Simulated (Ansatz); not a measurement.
# The cluster Ta₂B₂: the relaxed shape and its frontier levels

What does the cluster Ta₂B₂ look like as a singlet, and where do its frontier electrons sit?

Program: Ansatz 0.2.0, Gaussian basis. Level of theory: RKS PBE0-D4/def2-TZVP. These are calculated values, not measurements.

The runs, in order: relaxation at PBE0-D4/def2-TZVP; a search for the lowest solution at PBE0-D4/def2-SVP; a single point at PBE0-D4/def2-TZVP; harmonic vibrations at PBE0-D4/def2-TZVP.

1 further run of the same task is left out (set aside as unsound or not needed). Runs told in other sessions of the task aren't counted.

## 1. The system as given

4 atoms, charge 0, spin multiplicity 1.

Atoms are counted from 1 here; the program's logs count them from 0.

Bond lengths: Ta1–B3 2.636 Å, Ta2–B3 2.537 Å, Ta2–B4 2.500 Å. Angles: B3–Ta2–B4 50.7°, Ta1–B3–Ta2 102.1°.

As a file:

| atom | x (Å) | y (Å) | z (Å) |
| --- | --- | --- | --- |
| Ta1 | 1.77200 | 2.05840 | -1.97540 |
| Ta2 | -1.78240 | 1.74960 | -0.11720 |
| B3 | 0.68350 | 1.99920 | 0.42430 |
| B4 | 0.00000 | 0.00000 | 0.00000 |

Ta takes a core potential in the def2 sets. No spin-orbit coupling is included.

The start is a random packing geometry.

## 2. Relaxation at PBE0-D4/def2-TZVP

The input, in.yaml:

```yaml
crystal:
  periodic: [false, false, false]
  atoms:
    - {symbol: Ta, position_ang: [1.772000, 2.058400, -1.975400]}
    - {symbol: Ta, position_ang: [-1.782400, 1.749600, -0.117200]}
    - {symbol: B, position_ang: [0.683500, 1.999200, 0.424300]}
    - {symbol: B, position_ang: [0.000000, 0.000000, 0.000000]}
basis:
  gaussian: {orbitals: def2-TZVP}
hamiltonian: {xc: pbe0, dispersion: d4}
scf: {lower_state_search: "off"}
output: {orbitals: {seedname: orbitals}}
relax: {f_tol: 0.02, max_steps: 100}
```

On the command line:

```sh
ansatz run in.yaml --threads 4 --pin off --events-out ev --progress --plain --max-ram 3916MiB
```

Further steps of the session: Searching for the lowest solution, PBE0-D4/def2-SVP; Single point, PBE0-D4/def2-TZVP; Harmonic vibrations.

Q: Predict the results of all the runs planned. Wanted: point group; commonest bond; HOMO, LUMO at PBE0-D4/def2-TZVP; dipole at PBE0-D4/def2-TZVP; lowest, highest wavenumber.

As calculated:

| quantity | value |
| --- | --- |
| point group | C2v |
| commonest bond | B–Ta, 4 of mean length 2.040 Å |
| HOMO, LUMO at PBE0-D4/def2-TZVP | -5.10, -2.37 eV |
| dipole at PBE0-D4/def2-TZVP | 4.50 D |
| lowest, highest wavenumber | 213, 761 cm⁻¹ |

The relaxation broke 0 and made 1 bonds, so the end is another structure than the start. All wavenumbers are real: a minimum at this level. The HOMO lies nearest to Ta1, Ta2 about 29 % each; B3, B4 about 21 % each and the LUMO to Ta1, Ta2 about 40 % each; B3, B4 about 10 % each. Whether this spin is the lowest isn't tested here.
